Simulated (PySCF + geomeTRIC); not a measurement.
A geometry relaxed with TPSS-D3(BJ)/def2-SVP in PySCF + geomeTRIC, charge 0, multiplicity 2:

```xyz
3

H     -0.8046    -0.2222     0.0000
H      0.8047    -0.2217     0.0000
N     -0.0001     0.4444     0.0000
```

Task: Write the SMILES of this molecule.

Result: `[NH2]`
